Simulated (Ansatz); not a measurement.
Process, species as SMILES: [CH]=O (CH-O) → C atom + H atom + O atom
B3LYP-D3(BJ)/def2-TZVP geometries, fixed; electronic energies without zero-point terms.

Energies in hartree at MP2 with Ansatz (a program for electronic structure); the atomisation energy is their sum with the coefficients shown, times 627.509 kcal/mol a hartree. All functions are spherical. Cores are frozen. Open shells are unrestricted. No added dispersion term, no relativity.

```tsv
species	coefficient	part	cc-pVDZ	cc-pVTZ	cc-pVQZ
[CH]=O (CH-O)	-1	Hartree-Fock	-113.25918	-113.29288	-113.30180
[CH]=O (CH-O)	-1	correlation	-0.29457	-0.36717	-0.39401
C atom	+1	Hartree-Fock	-37.68654	-37.69157	-37.69331
C atom	+1	correlation	-0.05176	-0.06692	-0.07206
H atom	+1	Hartree-Fock	-0.49928	-0.49981	-0.49995
O atom	+1	Hartree-Fock	-74.79217	-74.81176	-74.81729
O atom	+1	correlation	-0.10196	-0.14315	-0.15759
```

### Question
Predict the atomisation energy in cc-pV5Z (X = 5): let each Hartree-Fock step shrink by the ratio of the last two, and fit each correlation energy at X = 3 and 4 to E + A/X^3. Compare with the run.

### Answer

- [CH]=O (CH-O): steps -0.03370 and -0.00892, ratio 0.265, so Hartree-Fock -113.30416 (run: -113.30390); A = (-0.36717 - (-0.39401))/(1/27 - 1/64) = 1.2535, correlation -0.39401 - A/64 + A/125 = -0.40357 (run: -0.40499).
- C atom: steps -0.00503 and -0.00174, ratio 0.346, so Hartree-Fock -37.69391 (run: -37.69368); A = (-0.06692 - (-0.07206))/(1/27 - 1/64) = 0.2401, correlation -0.07206 - A/64 + A/125 = -0.07389 (run: -0.07415).
- H atom: steps -0.00053 and -0.00014, ratio 0.264, so Hartree-Fock -0.49999 (run: -0.49999).
- O atom: steps -0.01959 and -0.00553, ratio 0.282, so Hartree-Fock -74.81885 (run: -74.81878); A = (-0.14315 - (-0.15759))/(1/27 - 1/64) = 0.6744, correlation -0.15759 - A/64 + A/125 = -0.16273 (run: -0.16368).
Predicted 287.63 kcal/mol; the run in cc-pV5Z gives 287.78, a miss of -0.16. Keeping the value in cc-pVQZ, 285.90, would miss by -1.88. All sums are of the energies as printed.
